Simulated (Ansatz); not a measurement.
Reaction (SMILES): [CH]=C=O → 2 C atom + H atom + O atom
B3LYP-D3(BJ)/def2-TZVP geometries, fixed; electronic energies without zero-point terms.
Largest species:
```
C
O 1 1.1710
C 1 1.2878 2 170.77
H 3 1.0711 1 137.10 2 -180.00
```
Charge 0, spin multiplicity 2.

Energies in hartree at PBE with Ansatz (an electronic-structure program); the atomisation energy is their sum with the coefficients shown, times 627.509 kcal/mol a hartree. All functions are spherical. The program fits the integrals of some runs and decomposes those of others, by size. Open shells are unrestricted. No added dispersion term, no relativity.

```tsv
species	coefficient	part	cc-pVDZ	cc-pVTZ	cc-pVQZ
[CH]=C=O	-1	PBE	-151.76590	-151.81219	-151.82476
C atom	+2	PBE	-37.78854	-37.79492	-37.79717
H atom	+1	PBE	-0.49863	-0.49962	-0.49985
O atom	+1	PBE	-74.98142	-75.00491	-75.01166
```

Predict the atomisation energy in cc-pV5Z (X = 5): let each PBE step shrink by the ratio of the last two. Compare with the run.


- [CH]=C=O: steps -0.04629 and -0.01257, ratio 0.272, so PBE -151.82818 (run: -151.82890).
- C atom: steps -0.00638 and -0.00225, ratio 0.353, so PBE -37.79796 (run: -37.79840).
- H atom: steps -0.00099 and -0.00023, ratio 0.232, so PBE -0.49990 (run: -0.49997).
- O atom: steps -0.02349 and -0.00675, ratio 0.287, so PBE -75.01360 (run: -75.01437).
Predicted 451.03 kcal/mol; the run in cc-pV5Z gives 450.40, a miss of 0.63. Keeping the value in cc-pVQZ, 451.12, would miss by 0.72. All sums are of the energies as printed.
